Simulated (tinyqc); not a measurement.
FCI on RHF in the sto-3g basis, for OH-, spin multiplicity 1, step by step. The basis has no diffuse functions, so it cannot describe the extra electron: this is an exercise in the method, not the real anion. One step of it, computed by the program tinyqc.

Task: FCI: roots. Diagonalise (each vector has its largest component positive (the first on a tie)); all determinants have Ms = 0, so triplets appear too. The lowest singlet root is the correlation energy.

Occupation strings over the orbitals (2 doubly, a alpha, b beta, 0 empty; spin orbitals ordered 1a 1b 2a 2b ...): 222220 22a22b 2a222b a2222b 22b22a 2b222a b2222a 222202 222022 220222 2ab222 a2b222 2ba222 202222 ab2222 b2a222 ba2222 022222

H - E(HF) between determinants (hartree):
```
           222220     22a22b     2a222b     a2222b     22b22a     2b222a     b2222a     222202
222220   0.000000   0.000000   0.000000   0.000000   0.000000   0.000000   0.000000   0.039125
22a22b   0.000000   0.740635  -0.003317   0.028537  -0.145408   0.048341  -0.010718  -0.003667
2a222b   0.000000  -0.003317   1.345242   0.026602   0.048341  -0.110561  -0.016432   0.046326
a2222b   0.000000   0.028537   0.026602  19.759822  -0.010718  -0.016432  -0.032383   0.011911
22b22a   0.000000  -0.145408   0.048341  -0.010718   0.740635  -0.003317   0.028537   0.003667
2b222a   0.000000   0.048341  -0.110561  -0.016432  -0.003317   1.345242   0.026602  -0.046326
b2222a   0.000000  -0.010718  -0.016432  -0.032383   0.028537   0.026602  19.759822  -0.011911
222202   0.039125  -0.003667   0.046326   0.011911   0.003667  -0.046326  -0.011911   1.143974
222022   0.039125  -0.003667   0.046326   0.011911   0.003667  -0.046326  -0.011911   0.047444
220222   0.145408  -0.056470  -0.114298  -0.004623   0.056470   0.114298   0.004623   0.053767
2ab222   0.048341   0.114298   0.047365  -0.004407  -0.066054  -0.006522  -0.017766  -0.056123
a2b222  -0.010718   0.004623  -0.004407   0.226180  -0.027442  -0.023549  -0.001218  -0.015648
2ba222  -0.048341  -0.066054  -0.006522  -0.017766   0.114298   0.047365  -0.004407   0.056123
202222   0.110561  -0.006522   0.029184  -0.004693   0.006522  -0.029184   0.004693   0.141667
ab2222  -0.016432   0.017766   0.004693  -0.164028  -0.023549  -0.007403   0.027780  -0.032189
b2a222   0.010718  -0.027442  -0.023549  -0.001218   0.004623  -0.004407   0.226180   0.015648
ba2222   0.016432  -0.023549  -0.007403   0.027780   0.017766   0.004693  -0.164028   0.032189
022222   0.032383  -0.001218   0.027780  -0.191880   0.001218  -0.027780   0.191880   0.026054

           222022     220222     2ab222     a2b222     2ba222     202222     ab2222     b2a222
222220   0.039125   0.145408   0.048341  -0.010718  -0.048341   0.110561  -0.016432   0.010718
22a22b  -0.003667  -0.056470   0.114298   0.004623  -0.066054  -0.006522   0.017766  -0.027442
2a222b   0.046326  -0.114298   0.047365  -0.004407  -0.006522   0.029184   0.004693  -0.023549
a2222b   0.011911  -0.004623  -0.004407   0.226180  -0.017766  -0.004693  -0.164028  -0.001218
22b22a   0.003667   0.056470  -0.066054  -0.027442   0.114298   0.006522  -0.023549   0.004623
2b222a  -0.046326   0.114298  -0.006522  -0.023549   0.047365  -0.029184  -0.007403  -0.004407
b2222a  -0.011911   0.004623  -0.017766  -0.001218  -0.004407   0.004693   0.027780   0.226180
222202   0.047444   0.053767  -0.056123  -0.015648   0.056123   0.141667  -0.032189   0.015648
222022   1.143974   0.053767  -0.056123  -0.015648   0.056123   0.141667  -0.032189   0.015648
220222   0.053767   1.605971  -0.090109  -0.050369   0.090109   0.149458  -0.011244   0.050369
2ab222  -0.056123  -0.090109   2.129012   0.026179  -0.149458  -0.043327  -0.009686  -0.011244
a2b222  -0.015648  -0.050369   0.026179  20.516499  -0.011244   0.009686   0.224266  -0.025280
2ba222   0.056123   0.090109  -0.149458  -0.011244   2.129012   0.043327  -0.031302   0.026179
202222   0.141667   0.149458  -0.043327   0.009686   0.043327   2.763839  -0.023423  -0.009686
ab2222  -0.032189  -0.011244  -0.009686   0.224266  -0.031302  -0.023423  21.187303  -0.028111
b2a222   0.015648   0.050369  -0.011244  -0.025280   0.026179  -0.009686  -0.028111  20.516499
ba2222   0.032189   0.011244  -0.031302  -0.028111  -0.009686   0.023423  -0.057588   0.224266
022222   0.026054   0.025280  -0.028111   0.170245   0.028111   0.057588   0.379464  -0.170245

           ba2222     022222
222220   0.016432   0.032383
22a22b  -0.023549  -0.001218
2a222b  -0.007403   0.027780
a2222b   0.027780  -0.191880
22b22a   0.017766   0.001218
2b222a   0.004693  -0.027780
b2222a  -0.164028   0.191880
222202   0.032189   0.026054
222022   0.032189   0.026054
220222   0.011244   0.025280
2ab222  -0.031302  -0.028111
a2b222  -0.028111   0.170245
2ba222  -0.009686   0.028111
202222   0.023423   0.057588
ab2222  -0.057588   0.379464
b2a222   0.224266  -0.170245
ba2222  21.187303  -0.379464
022222  -0.379464  43.097452
```

Give: lowest roots of this matrix, relative to E(HF); lowest vectors; <S^2> of these roots; weight of the ground state by excitation level 0, 1, 2, ....

Result:

lowest roots of this matrix, relative to E(HF) (hartree): [-0.0211, 0.5906, 0.8465, 1.0965, 1.1183, 1.2352, 1.3987, 1.6815]

lowest vectors, order 222220, 22a22b, 2a222b, a2222b, 22b22a, 2b222a, b2222a, 222202, 222022, 220222, 2ab222, a2b222, 2ba222, 202222, ab2222, b2a222, ba2222, 022222:
$$\begin{pmatrix}
0.9942 & 0.0000 & 0.0047 & 0.0000 \\
-0.0010 & 0.7051 & 0.6874 & 0.0000 \\
-0.0035 & -0.0478 & 0.0974 & 0.0000 \\
0.0000 & -0.0007 & -0.0015 & 0.0000 \\
0.0010 & 0.7051 & -0.6874 & 0.0000 \\
0.0035 & -0.0478 & -0.0974 & 0.0000 \\
0.0000 & -0.0007 & 0.0015 & 0.0000 \\
-0.0265 & 0.0000 & -0.0579 & 0.7071 \\
-0.0265 & 0.0000 & -0.0579 & -0.7071 \\
-0.0875 & 0.0000 & 0.1185 & 0.0000 \\
-0.0261 & -0.0231 & -0.0875 & 0.0000 \\
0.0003 & 0.0008 & -0.0008 & 0.0000 \\
0.0261 & -0.0231 & 0.0875 & 0.0000 \\
-0.0328 & 0.0000 & -0.0032 & 0.0000 \\
0.0006 & 0.0001 & -0.0015 & 0.0000 \\
-0.0003 & 0.0008 & 0.0008 & 0.0000 \\
-0.0006 & 0.0001 & 0.0015 & 0.0000 \\
-0.0007 & 0.0000 & -0.0002 & 0.0000
\end{pmatrix}$$

<S^2> of these roots: [0.0000, 2.0000, 0.0000, 0.0000, 0.0000, 2.0000, 0.0000, 0.0000]

weight of the ground state by excitation level 0, 1, 2, ...: [0.9885, 0.0000, 0.0115]
